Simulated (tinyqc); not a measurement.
UHF in the sto-3g basis, for BH, spin multiplicity 1, step by step (part 1 of 2). Computed by tinyqc, a small Python program that keeps every step (integrals from PySCF). Settings: charge = 0, multiplicity = 1, basis = sto-3g, energy threshold = 1e-09, iteration cap = 87, orthogonalisation = canonical, start = core, DIIS depth = 6, DIIS from iteration = 3, method = UHF, break = 0.4. Command: `OMP_NUM_THREADS=1 python tinyqc.py 30076 30077 out.jsonl` (the two numbers bound the seeds that draw the settings). One thread of a shared host (Intel(R) Xeon(R) Processor @ 2.60GHz), about 0.1 s of CPU time with the checks. Later iterations appear only in the table of the cycle.

## One-electron integrals

Geometry (angstrom):

| atom | x | y | z |
|---|---|---|---|
| B | 0.00000 | 0.00000 | 0.00000 |
| H | 0.00000 | 0.00000 | 1.57200 |

Basis sto-3g: exponents (1/bohr^2) and contraction coefficients of normalised primitives:

| element | l (shell) | exponent | coefficient |
|---|---|---|---|
| B | s (1) | 48.79111 | 0.15433 |
| B | s (1) | 8.88736 | 0.53533 |
| B | s (1) | 2.40527 | 0.44463 |
| B | s (2) | 2.23696 | -0.09997 |
| B | s (2) | 0.51982 | 0.39951 |
| B | s (2) | 0.16906 | 0.70012 |
| B | p (3) | 2.23696 | 0.15592 |
| B | p (3) | 0.51982 | 0.60768 |
| B | p (3) | 0.16906 | 0.39196 |
| H | s (1) | 3.42525 | 0.15433 |
| H | s (1) | 0.62391 | 0.53533 |
| H | s (1) | 0.16886 | 0.44463 |

Overlap, kinetic and nuclear-attraction integrals over the contracted functions; the nuclear repulsion is the sum of Za Zb / Rab.

nuclear repulsion = 1.6831336 hartree

overlap S, lower triangle:
```
          1B 1s    1B 2s   1B 2px   1B 2py   1B 2pz    2H 1s
1B 1s   1.00000
1B 2s   0.26933  1.00000
1B 2px  0.00000  0.00000  1.00000
1B 2py  0.00000  0.00000  0.00000  1.00000
1B 2pz  0.00000  0.00000  0.00000  0.00000  1.00000
2H 1s   0.02831  0.30027  0.00000  0.00000  0.34736  1.00000
```

kinetic energy T (hartree), lower triangle:
```
           1B 1s    1B 2s   1B 2px   1B 2py   1B 2pz    2H 1s
1B 1s   10.82630
1B 2s   -0.04797  0.35917
1B 2px   0.00000  0.00000  1.12388
1B 2py   0.00000  0.00000  0.00000  1.12388
1B 2pz   0.00000  0.00000  0.00000  0.00000  1.12388
2H 1s   -0.00821  0.02088  0.00000  0.00000  0.08512  0.76003
```

nuclear attraction V (hartree), lower triangle:
```
            1B 1s     1B 2s    1B 2px    1B 2py    1B 2pz     2H 1s
1B 1s   -23.48401
1B 2s    -3.23003  -4.10578
1B 2px    0.00000   0.00000  -4.05280
1B 2py    0.00000   0.00000   0.00000  -4.05280
1B 2pz   -0.01065  -0.10436   0.00000   0.00000  -4.12032
2H 1s    -0.34138  -0.99341   0.00000   0.00000  -1.08022  -2.90477
```

core Hamiltonian H = T + V (hartree), lower triangle:
```
            1B 1s     1B 2s    1B 2px    1B 2py    1B 2pz     2H 1s
1B 1s   -12.65771
1B 2s    -3.27799  -3.74661
1B 2px    0.00000   0.00000  -2.92892
1B 2py    0.00000   0.00000   0.00000  -2.92892
1B 2pz   -0.01065  -0.10436   0.00000   0.00000  -2.99644
2H 1s    -0.34958  -0.97253   0.00000   0.00000  -0.99509  -2.14474
```

## Two-electron integrals

Functions are numbered as in S; the eight-fold symmetry (ij|kl) = (ji|kl) = (kl|ij) leaves the list below.

Two-electron integrals (ij|kl) in chemists' order, unique and non-zero (hartree):
```
(11|11) 2.92351   (21|11) 0.51838   (21|21) 0.10926   (22|11) 0.74423
(22|21) 0.19318   (22|22) 0.54480   (31|31) 0.02026   (32|31) 0.03000
(32|32) 0.12035   (33|11) 0.74249   (33|21) 0.19324   (33|22) 0.54468
(33|33) 0.58677   (41|41) 0.02026   (42|41) 0.03000   (42|42) 0.12035
(43|43) 0.03163   (44|11) 0.74249   (44|21) 0.19324   (44|22) 0.54468
(44|33) 0.52351   (44|44) 0.58677   (51|51) 0.02026   (52|51) 0.03000
(52|52) 0.12035   (53|53) 0.03163   (54|54) 0.03163   (55|11) 0.74249
(55|21) 0.19324   (55|22) 0.54468   (55|33) 0.52351   (55|44) 0.52351
(55|55) 0.58677   (61|11) 0.05421   (61|21) 0.01139   (61|22) 0.02023
(61|33) 0.02014   (61|44) 0.02014   (61|51) 0.00079   (61|52) 0.00148
(61|55) 0.02041   (61|61) 0.00122   (62|11) 0.15709   (62|21) 0.04156
(62|22) 0.13261   (62|33) 0.12862   (62|44) 0.12862   (62|51) 0.00451
(62|52) 0.02979   (62|55) 0.14047   (62|61) 0.00462   (62|62) 0.04893
(63|31) 0.00375   (63|32) 0.01848   (63|53) 0.00526   (63|63) 0.00472
(64|41) 0.00375   (64|42) 0.01848   (64|54) 0.00526   (64|64) 0.00472
(65|11) 0.15895   (65|21) 0.04255   (65|22) 0.14308   (65|33) 0.13575
(65|44) 0.13575   (65|51) 0.00758   (65|52) 0.04698   (65|55) 0.15758
(65|61) 0.00490   (65|62) 0.06134   (65|65) 0.08005   (66|11) 0.33551
(66|21) 0.09027   (66|22) 0.32707   (66|33) 0.30946   (66|44) 0.30946
(66|51) 0.01031   (66|52) 0.09362   (66|55) 0.36180   (66|61) 0.01012
(66|62) 0.16471   (66|65) 0.22243   (66|66) 0.77461
```

## Orthogonalisation

S = U s U^T; canonical form X = U s^(-1/2), so that X^T S X = 1. Each column of U has its largest component positive (the first on a tie).

eigenvalues of S: 0.51214  0.80128  1.00000  1.00000  1.17725  1.50933

X:
```
               1         2         3        4         5        6
1B 1s    0.36744   0.74301   0.00000  0.00000   0.57034  0.26445
1B 2s   -0.76087  -0.51393   0.00000  0.00000   0.40406  0.44559
1B 2px   0.00000   0.00000   0.98526  0.17105   0.00000  0.00000
1B 2py   0.00000   0.00000  -0.17105  0.98526   0.00000  0.00000
1B 2pz  -0.64552   0.57039   0.00000  0.00000  -0.53510  0.35370
2H 1s    0.90661  -0.32631   0.00000  0.00000  -0.27305  0.51862
```

Within a degenerate level the vectors are fixed only up to a rotation; this is one choice.

## Starting guess

The start is the orbitals of the core Hamiltonian, with HOMO and LUMO mixed by +/-0.4 rad for the two spins; D(s) = C_occ C_occ^T for each spin.

D(alpha) at the start, lower triangle:
```
           1B 1s     1B 2s    1B 2px    1B 2py    1B 2pz    2H 1s
1B 1s    1.07773
1B 2s   -0.29011   1.08062
1B 2px   0.04703  -0.18355   0.15148
1B 2py  -0.00156   0.00609  -0.00502   0.00017
1B 2pz  -0.02876   0.11721   0.31417  -0.01042   0.94057
2H 1s    0.02336  -0.07850  -0.01520   0.00050  -0.08774  0.01247
```

D(beta) at the start, lower triangle:
```
           1B 1s     1B 2s    1B 2px    1B 2py    1B 2pz    2H 1s
1B 1s    1.07773
1B 2s   -0.29011   1.08062
1B 2px  -0.04703   0.18355   0.15148
1B 2py   0.00156  -0.00609  -0.00502   0.00017
1B 2pz  -0.02876   0.11721  -0.31417   0.01042   0.94057
2H 1s    0.02336  -0.07850   0.01520  -0.00050  -0.08774  0.01247
```

## Iteration 1: building the Fock matrix

J_ij = sum D_kl (ij|kl) with D = D(alpha) + D(beta), K_ij = sum D_kl (ik|jl) for each spin; F = H + J - K(s); E = tr D H + tr D J / 2 - 0.5 sum_s tr D(s) K(s) + E_nn.

Coulomb J (hartree), lower triangle:
```
          1B 1s    1B 2s    1B 2px   1B 2py   1B 2pz    2H 1s
1B 1s   8.83870
1B 2s   1.80551  3.66546
1B 2px  0.00000  0.00000   3.63768
1B 2py  0.00000  0.00000  -0.00064  3.61854
1B 2pz  0.00799  0.02960   0.00000  0.00000  3.72746
2H 1s   0.18963  0.86134   0.00000  0.00000  0.91987  2.03295
```

exchange K(alpha) (hartree), lower triangle:
```
           1B 1s     1B 2s    1B 2px    1B 2py   1B 2pz    2H 1s
1B 1s    2.99082
1B 2s    0.55120   0.70234
1B 2px  -0.00546  -0.11380   0.24953
1B 2py   0.00018   0.00377  -0.00279   0.16553
1B 2pz   0.00211   0.04338   0.17227  -0.00571  0.65751
2H 1s    0.06228   0.16481   0.01365  -0.00045  0.15368  0.08687
```

exchange K(beta) (hartree), lower triangle:
```
           1B 1s     1B 2s    1B 2px   1B 2py   1B 2pz    2H 1s
1B 1s    2.99082
1B 2s    0.55120   0.70234
1B 2px   0.00546   0.11380   0.24953
1B 2py  -0.00018  -0.00377  -0.00279  0.16553
1B 2pz   0.00211   0.04338  -0.17227  0.00571  0.65751
2H 1s    0.06228   0.16481  -0.01365  0.00045  0.15368  0.08687
```

F(alpha) (hartree), lower triangle:
```
           1B 1s     1B 2s    1B 2px   1B 2py    1B 2pz     2H 1s
1B 1s   -6.80984
1B 2s   -2.02368  -0.78350
1B 2px   0.00546   0.11380   0.45922
1B 2py  -0.00018  -0.00377   0.00215  0.52408
1B 2pz  -0.00477  -0.11813  -0.17227  0.00571   0.07352
2H 1s   -0.22223  -0.27599  -0.01365  0.00045  -0.22891  -0.19865
```

F(beta) (hartree), lower triangle:
```
           1B 1s     1B 2s   1B 2px    1B 2py    1B 2pz     2H 1s
1B 1s   -6.80984
1B 2s   -2.02368  -0.78350
1B 2px  -0.00546  -0.11380  0.45922
1B 2py   0.00018   0.00377  0.00215   0.52408
1B 2pz  -0.00477  -0.11813  0.17227  -0.00571   0.07352
2H 1s   -0.22223  -0.27599  0.01365  -0.00045  -0.22891  -0.19865
```

total energy of this density = -24.0863029 hartree

## Iteration 1: diagonalisation and new density

Diagonalise F' = X^T F X, C = X C', fill 3 alpha and 3 beta electrons from the bottom; D(s) = C_occ C_occ^T. Each column has its largest component positive (the first on a tie).

F' = X^T F X (alpha) (hartree), lower triangle:
```
          1         2         3         4         5         6
1   0.01274
2  -0.82385  -2.25249
3   0.01412  -0.14689   0.46040
4   0.00197  -0.02051  -0.00890   0.52291
5  -0.72888  -2.75719   0.14369   0.02007  -3.15236
6  -0.45943  -1.50972  -0.01571  -0.00219  -1.86179  -1.46357
```

orbital energies (alpha) (hartree): MO1 -6.81586, MO2 -0.36068, MO3 -0.06024, MO4 0.26894, MO5 0.52415, MO6 0.57132

coefficients C (alpha):
```
             MO1       MO2       MO3       MO4      MO5       MO6
1B 1s    0.99094  -0.19621  -0.22109   0.10772  0.00000  -0.03661
1B 2s    0.03249   0.59652   0.79303  -0.45651  0.00000   0.10329
1B 2px  -0.00120  -0.01276  -0.32509  -0.38636  0.03315   0.86243
1B 2py   0.00004   0.00042   0.01078   0.01281  0.99945  -0.02860
1B 2pz   0.00284   0.28425  -0.42756  -0.79234  0.00000  -0.51192
2H 1s   -0.00523   0.54127  -0.45078   0.85281  0.00000   0.22013
```

F' = X^T F X (beta) (hartree), lower triangle:
```
          1         2         3         4         5         6
1   0.01274
2  -0.82385  -2.25249
3  -0.01412   0.14689   0.46040
4  -0.00197   0.02051  -0.00890   0.52291
5  -0.72888  -2.75719  -0.14369  -0.02007  -3.15236
6  -0.45943  -1.50972   0.01571   0.00219  -1.86179  -1.46357
```

orbital energies (beta) (hartree): MO1 -6.81586, MO2 -0.36068, MO3 -0.06024, MO4 0.26894, MO5 0.52415, MO6 0.57132

coefficients C (beta):
```
             MO1       MO2       MO3       MO4      MO5       MO6
1B 1s    0.99094  -0.19621  -0.22109   0.10772  0.00000   0.03661
1B 2s    0.03249   0.59652   0.79303  -0.45651  0.00000  -0.10329
1B 2px   0.00120   0.01276   0.32509   0.38636  0.03315   0.86243
1B 2py  -0.00004  -0.00042  -0.01078  -0.01281  0.99945  -0.02860
1B 2pz   0.00284   0.28425  -0.42756  -0.79234  0.00000   0.51192
2H 1s   -0.00523   0.54127  -0.45078   0.85281  0.00000  -0.22013
```

D(alpha) after iteration 1, lower triangle:
```
           1B 1s     1B 2s    1B 2px    1B 2py   1B 2pz    2H 1s
1B 1s    1.06935
1B 2s   -0.26018   0.98578
1B 2px   0.07320  -0.26546   0.10585
1B 2py  -0.00243   0.00880  -0.00351   0.00012
1B 2pz   0.04157  -0.16942   0.13537  -0.00449  0.26361
2H 1s   -0.01172  -0.03477   0.13965  -0.00463  0.34658  0.49621
```

D(beta) after iteration 1, lower triangle:
```
           1B 1s     1B 2s    1B 2px   1B 2py   1B 2pz    2H 1s
1B 1s    1.06935
1B 2s   -0.26018   0.98578
1B 2px  -0.07320   0.26546   0.10585
1B 2py   0.00243  -0.00880  -0.00351  0.00012
1B 2pz   0.04157  -0.16942  -0.13537  0.00449  0.26361
2H 1s   -0.01172  -0.03477  -0.13965  0.00463  0.34658  0.49621
```

## Iteration 2: building the Fock matrix

As before.

Coulomb J (hartree), lower triangle:
```
          1B 1s    1B 2s    1B 2px   1B 2py   1B 2pz    2H 1s
1B 1s   8.25808
1B 2s   1.66089  3.37092
1B 2px  0.00000  0.00000   3.33756
1B 2py  0.00000  0.00000  -0.00044  3.32418
1B 2pz  0.00312  0.07726   0.00000  0.00000  3.43805
2H 1s   0.17426  0.87755   0.00000  0.00000  0.98198  2.51677
```

exchange K(alpha) (hartree), lower triangle:
```
           1B 1s     1B 2s    1B 2px    1B 2py   1B 2pz    2H 1s
1B 1s    2.97081
1B 2s    0.53402   0.63259
1B 2px  -0.00009  -0.13965   0.19976
1B 2py   0.00000   0.00463  -0.00195   0.14107
1B 2pz   0.00262  -0.01454   0.09484  -0.00315  0.42823
2H 1s    0.05921   0.23497   0.02566  -0.00085  0.29810  0.57522
```

exchange K(beta) (hartree), lower triangle:
```
          1B 1s     1B 2s    1B 2px   1B 2py   1B 2pz    2H 1s
1B 1s   2.97081
1B 2s   0.53402   0.63259
1B 2px  0.00009   0.13965   0.19976
1B 2py  0.00000  -0.00463  -0.00195  0.14107
1B 2pz  0.00262  -0.01454  -0.09484  0.00315  0.42823
2H 1s   0.05921   0.23497  -0.02566  0.00085  0.29810  0.57522
```

F(alpha) (hartree), lower triangle:
```
           1B 1s     1B 2s    1B 2px   1B 2py    1B 2pz     2H 1s
1B 1s   -7.37045
1B 2s   -2.15112  -1.00828
1B 2px   0.00009   0.13965   0.20887
1B 2py   0.00000  -0.00463   0.00150  0.25419
1B 2pz  -0.01015  -0.01256  -0.09484  0.00315   0.01339
2H 1s   -0.23454  -0.32995  -0.02566  0.00085  -0.31121  -0.20319
```

F(beta) (hartree), lower triangle:
```
           1B 1s     1B 2s   1B 2px    1B 2py    1B 2pz     2H 1s
1B 1s   -7.37045
1B 2s   -2.15112  -1.00828
1B 2px  -0.00009  -0.13965  0.20887
1B 2py   0.00000   0.00463  0.00150   0.25419
1B 2pz  -0.01015  -0.01256  0.09484  -0.00315   0.01339
2H 1s   -0.23454  -0.32995  0.02566  -0.00085  -0.31121  -0.20319
```

total energy of this density = -24.7062633 hartree

## Iteration 2: diagonalisation and new density

As before.

F' = X^T F X (alpha) (hartree), lower triangle:
```
          1         2         3        4         5         6
1   0.11822
2  -1.00951  -2.59202
3  -0.06765  -0.11636   0.20969
4  -0.00945  -0.01625  -0.00622  0.25337
5  -0.75273  -2.87451   0.11320  0.01581  -3.49839
6  -0.48452  -1.59551   0.01526  0.00213  -2.00791  -1.61241
```

orbital energies (alpha) (hartree): MO1 -7.37485, MO2 -0.49157, MO3 -0.25847, MO4 0.25424, MO5 0.26920, MO6 0.47992

coefficients C (alpha):
```
             MO1       MO2       MO3      MO4       MO5       MO6
1B 1s    0.99253  -0.25597   0.12795  0.00000  -0.07889  -0.09516
1B 2s    0.02702   0.83227  -0.50229  0.00000   0.28687   0.42055
1B 2px  -0.00049  -0.14052   0.29312  0.03315   0.94497  -0.01637
1B 2py   0.00002   0.00466  -0.00972  0.99945  -0.03134   0.00054
1B 2pz   0.00274   0.08971   0.54994  0.00000  -0.14154   0.90716
2H 1s   -0.00440   0.36157   0.57214  0.00000  -0.13915  -0.89134
```

F' = X^T F X (beta) (hartree), lower triangle:
```
          1         2         3         4         5         6
1   0.11822
2  -1.00951  -2.59202
3   0.06765   0.11636   0.20969
4   0.00945   0.01625  -0.00622   0.25337
5  -0.75273  -2.87451  -0.11320  -0.01581  -3.49839
6  -0.48452  -1.59551  -0.01526  -0.00213  -2.00791  -1.61241
```

orbital energies (beta) (hartree): MO1 -7.37485, MO2 -0.49157, MO3 -0.25847, MO4 0.25424, MO5 0.26920, MO6 0.47992

coefficients C (beta):
```
             MO1       MO2       MO3      MO4       MO5       MO6
1B 1s    0.99253  -0.25597   0.12795  0.00000   0.07889  -0.09516
1B 2s    0.02702   0.83227  -0.50229  0.00000  -0.28687   0.42055
1B 2px   0.00049   0.14052  -0.29312  0.03315   0.94497   0.01637
1B 2py  -0.00002  -0.00466   0.00972  0.99945  -0.03134  -0.00054
1B 2pz   0.00274   0.08971   0.54994  0.00000   0.14154   0.90716
2H 1s   -0.00440   0.36157   0.57214  0.00000   0.13915  -0.89134
```

D(alpha) after iteration 2, lower triangle:
```
           1B 1s     1B 2s    1B 2px    1B 2py   1B 2pz    2H 1s
1B 1s    1.06702
1B 2s   -0.25049   0.94569
1B 2px   0.07299  -0.26420   0.10567
1B 2py  -0.00242   0.00876  -0.00350   0.00012
1B 2pz   0.05012  -0.20150   0.14859  -0.00493  0.31049
2H 1s   -0.02371   0.01342   0.11690  -0.00388  0.34707  0.45810
```

D(beta) after iteration 2, lower triangle:
```
           1B 1s     1B 2s    1B 2px   1B 2py   1B 2pz    2H 1s
1B 1s    1.06702
1B 2s   -0.25049   0.94569
1B 2px  -0.07299   0.26420   0.10567
1B 2py   0.00242  -0.00876  -0.00350  0.00012
1B 2pz   0.05012  -0.20150  -0.14859  0.00493  0.31049
2H 1s   -0.02371   0.01342  -0.11690  0.00388  0.34707  0.45810
```

## Iteration 3: building the Fock matrix

As before.

Coulomb J (hartree), lower triangle:
```
          1B 1s    1B 2s    1B 2px   1B 2py   1B 2pz    2H 1s
1B 1s   8.27663
1B 2s   1.66594  3.38207
1B 2px  0.00000  0.00000   3.34730
1B 2py  0.00000  0.00000  -0.00044  3.33395
1B 2pz  0.00002  0.06147   0.00000  0.00000  3.45207
2H 1s   0.17464  0.87403   0.00000  0.00000  0.97517  2.48730
```

exchange K(alpha) (hartree), lower triangle:
```
           1B 1s     1B 2s    1B 2px    1B 2py   1B 2pz    2H 1s
1B 1s    2.97035
1B 2s    0.53553   0.62981
1B 2px  -0.00051  -0.14221   0.19837
1B 2py   0.00002   0.00472  -0.00195   0.13977
1B 2pz   0.00201  -0.02844   0.09898  -0.00328  0.45289
2H 1s    0.05942   0.23804   0.02056  -0.00068  0.29760  0.55958
```

exchange K(beta) (hartree), lower triangle:
```
           1B 1s     1B 2s    1B 2px   1B 2py   1B 2pz    2H 1s
1B 1s    2.97035
1B 2s    0.53553   0.62981
1B 2px   0.00051   0.14221   0.19837
1B 2py  -0.00002  -0.00472  -0.00195  0.13977
1B 2pz   0.00201  -0.02844  -0.09898  0.00328  0.45289
2H 1s    0.05942   0.23804  -0.02056  0.00068  0.29760  0.55958
```

F(alpha) (hartree), lower triangle:
```
           1B 1s     1B 2s    1B 2px   1B 2py    1B 2pz     2H 1s
1B 1s   -7.35143
1B 2s   -2.14758  -0.99434
1B 2px   0.00051   0.14221   0.22001
1B 2py  -0.00002  -0.00472   0.00150  0.26525
1B 2pz  -0.01264  -0.01444  -0.09898  0.00328   0.00274
2H 1s   -0.23437  -0.33654  -0.02056  0.00068  -0.31752  -0.21702
```

F(beta) (hartree), lower triangle:
```
           1B 1s     1B 2s   1B 2px    1B 2py    1B 2pz     2H 1s
1B 1s   -7.35143
1B 2s   -2.14758  -0.99434
1B 2px  -0.00051  -0.14221  0.22001
1B 2py   0.00002   0.00472  0.00150   0.26525
1B 2pz  -0.01264  -0.01444  0.09898  -0.00328   0.00274
2H 1s   -0.23437  -0.33654  0.02056  -0.00068  -0.31752  -0.21702
```

total energy of this density = -24.7128509 hartree

## Iteration 3: diagonalisation and new density

As before.

F' = X^T F X (alpha) (hartree), lower triangle:
```
          1         2         3        4         5         6
1   0.12700
2  -0.99573  -2.58643
3  -0.06220  -0.12134   0.22083
4  -0.00869  -0.01694  -0.00621  0.26444
5  -0.75492  -2.86832   0.11528  0.01610  -3.49048
6  -0.49035  -1.59362   0.01767  0.00247  -1.99543  -1.61891
```

orbital energies (alpha) (hartree): MO1 -7.35593, MO2 -0.49024, MO3 -0.26113, MO4 0.26530, MO5 0.28122, MO6 0.47722

coefficients C (alpha):
```
             MO1       MO2       MO3      MO4       MO5       MO6
1B 1s    0.99245  -0.24731   0.14051  0.00000  -0.08250  -0.09809
1B 2s    0.02731   0.79713  -0.54217  0.00000   0.30070   0.42932
1B 2px  -0.00055  -0.13237   0.29745  0.03315   0.94410  -0.03981
1B 2py   0.00002   0.00439  -0.00987  0.99945  -0.03131   0.00132
1B 2pz   0.00312   0.11059   0.55488  0.00000  -0.12117   0.90480
2H 1s   -0.00451   0.40240   0.54229  0.00000  -0.15198  -0.89040
```

F' = X^T F X (beta) (hartree), lower triangle:
```
          1         2         3         4         5         6
1   0.12700
2  -0.99573  -2.58643
3   0.06220   0.12134   0.22083
4   0.00869   0.01694  -0.00621   0.26444
5  -0.75492  -2.86832  -0.11528  -0.01610  -3.49048
6  -0.49035  -1.59362  -0.01767  -0.00247  -1.99543  -1.61891
```

orbital energies (beta) (hartree): MO1 -7.35593, MO2 -0.49024, MO3 -0.26113, MO4 0.26530, MO5 0.28122, MO6 0.47722

coefficients C (beta):
```
             MO1       MO2       MO3      MO4       MO5       MO6
1B 1s    0.99245  -0.24731   0.14051  0.00000   0.08250  -0.09809
1B 2s    0.02731   0.79713  -0.54217  0.00000  -0.30070   0.42932
1B 2px   0.00055   0.13237  -0.29745  0.03315   0.94410   0.03981
1B 2py  -0.00002  -0.00439   0.00987  0.99945  -0.03131  -0.00132
1B 2pz   0.00312   0.11059   0.55488  0.00000   0.12117   0.90480
2H 1s   -0.00451   0.40240   0.54229  0.00000   0.15198  -0.89040
```

D(alpha) after iteration 3, lower triangle:
```
           1B 1s     1B 2s    1B 2px    1B 2py   1B 2pz    2H 1s
1B 1s    1.06587
1B 2s   -0.24622   0.93011
1B 2px   0.07399  -0.26680   0.10600
1B 2py  -0.00245   0.00885  -0.00352   0.00012
1B 2pz   0.05372  -0.21260   0.15041  -0.00499  0.32013
2H 1s   -0.02779   0.02662   0.10804  -0.00358  0.34539  0.45603
```

D(beta) after iteration 3, lower triangle:
```
           1B 1s     1B 2s    1B 2px   1B 2py   1B 2pz    2H 1s
1B 1s    1.06587
1B 2s   -0.24622   0.93011
1B 2px  -0.07399   0.26680   0.10600
1B 2py   0.00245  -0.00885  -0.00352  0.00012
1B 2pz   0.05372  -0.21260  -0.15041  0.00499  0.32013
2H 1s   -0.02779   0.02662  -0.10804  0.00358  0.34539  0.45603
```
